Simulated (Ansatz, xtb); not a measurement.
Two structures of H2OS

We compare a, `OS`, a singlet, with b, a singlet given by its coordinates. Both are isolated molecules in the gas phase, relaxed with PBE0-D4/def2-TZVP; the shapes shown needn't be the lowest conformers.

a (Å):

```xyz
4

O    -0.1727   -1.1272    0.3909
S    -0.3473   -0.4272   -1.1004
H    -0.3478   -0.4489    1.0512
H    -1.6548   -0.6972   -1.3009
```

b (Å):

```json
{"atom": "O", "x (Å)": "-1.1662", "y (Å)": "-0.1468", "z (Å)": "-0.7553"}
{"atom": "S", "x (Å)": "0.1215", "y (Å)": "0.4535", "z (Å)": "-0.3540"}
{"atom": "H", "x (Å)": "-0.1187", "y (Å)": "1.4276", "z (Å)": "0.5958"}
{"atom": "H", "x (Å)": "0.6683", "y (Å)": "-0.3055", "z (Å)": "0.6627"}
```

Close contacts (Å): O1–S2 1.48, S2–H3 1.38, S2–H4 1.38.

Quicker runs give these differences E(b) − E(a): GFN2-xTB +13.6 kcal/mol; HF/STO-3G +108.0 kcal/mol (at GFN2-xTB geometries); r2SCAN-D4/def2-SVP +26.6 kcal/mol (at GFN2-xTB geometries).

Estimate E(b) − E(a) at the level CCSD(T)/def2-TZVPP.

Calculated at CCSD(T)/def2-TZVPP: E(b) − E(a) = +19.6 kcal/mol, so structure a lies lower.

The same difference at several levels:

| level | geometry | E(b) − E(a) (kcal/mol) | departure from the last row (kcal/mol) | job, with rough time for the two |
| --- | --- | --- | --- | --- |
| GFN2-xTB | GFN2-xTB | +13.6 | −6.1 | optimisation, 0.59 s |
| HF/STO-3G | GFN2-xTB | +108.0 | +88.4 | single point, 0.9 s |
| r2SCAN-D4/def2-SVP | GFN2-xTB | +26.6 | +6.9 | single point, 3.6 s |
| PBE0-D4/def2-TZVP | PBE0-D4/def2-TZVP | +16.1 | −3.5 | optimisation, 29 s |
| HF/def2-TZVPP | PBE0-D4/def2-TZVP | +22.5 | +2.8 | part of the CCSD(T) run |
| MP2/def2-TZVPP | PBE0-D4/def2-TZVP | +17.8 | −1.8 | part of the CCSD(T) run |
| CCSD(T)/def2-TZVPP | PBE0-D4/def2-TZVP | +19.6 |  | single point, 18 s |

None of the levels shown reverses the order. The largest departure from CCSD(T)/def2-TZVPP is that of HF/STO-3G, 88.4 kcal/mol.

With harmonic frequencies from PBE0-D4/def2-TZVP (ideal gas, rigid rotor, one conformer each, 298.15 K, 1 atm): on the last row, ΔE + ΔZPE = +18.6, ΔH = +18.4, ΔG = +18.7 kcal/mol.

The correlated steps freeze 6 core orbitals. Mirror images aren't counted in ΔG. Programs: Ansatz 0.2.0, xtb 6.7.1; the last row on 1 thread of Intel(R) Xeon(R) Processor @ 2.50GHz (Skylake/Cascade Lake) on a shared host.
